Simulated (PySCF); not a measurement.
## Orbital picture of LiCl

PBE0 at R = 2.005 Å; PySCF, no relativity, basis sets Li def2-SVP, Cl def2-SVP. State: ³Π (triplet), unpaired electrons σ ↑, π ↑, a second solution, started from another occupation. Only the outer orbitals are listed, counted within each symmetry.

```csv
spin,orbital,occ.,ε (eV),on Li (%),main shells (%)
α,4σ,1,-55.35,100,100 Li s
α,5σ,1,-25.86,0,100 Cl s
α,2π,1,-13.60,1,99 Cl p
α,6σ,1,-12.57,3,96 Cl p
α,2π,1,-11.98,2,98 Cl p
α,7σ,1,-3.13,100,"92 Li s, 8 Li p"
α,3π,0,-0.01,98,98 Li p
α,3π,0,0.17,98,98 Li p
α,8σ,0,0.72,101,"72 Li s, 29 Li p"
β,4σ,1,-55.12,100,100 Li s
β,5σ,1,-24.20,1,99 Cl s
β,6σ,1,-12.07,3,96 Cl p
β,2π,1,-11.48,2,98 Cl p
β,2π,0,-8.26,3,97 Cl p
β,7σ,0,-0.60,102,103 Li s
β,3π,0,1.15,98,98 Li p
```

Question: Which are the highest filled and the lowest empty level, where do they sit, and how wide is the gap?

Answer: Highest filled α 7σ at -3.13 eV (in %: 92 Li s, 8 Li p); lowest empty β 2π at -8.26 eV (in %: 97 Cl p); the gap at PBE0 is -5.13 eV.

| Quantity | Value |
| --- | --- |
| bond order (Mayer) | 0.21 |
| ⟨S²⟩ | 2.002 |
| charge on Li (Mulliken, basis-dependent) | -0.12 |
| charge on Li (Löwdin, basis-dependent) | -0.37 |
| dipole moment (positive dipole means Li(−)Cl(+)) | 3.64 D |

Shares are Mulliken populations and can fall outside 0 to 100 %.

Counting both spins, an empty level lies below a filled one in this solution, because spin and occupation are held.
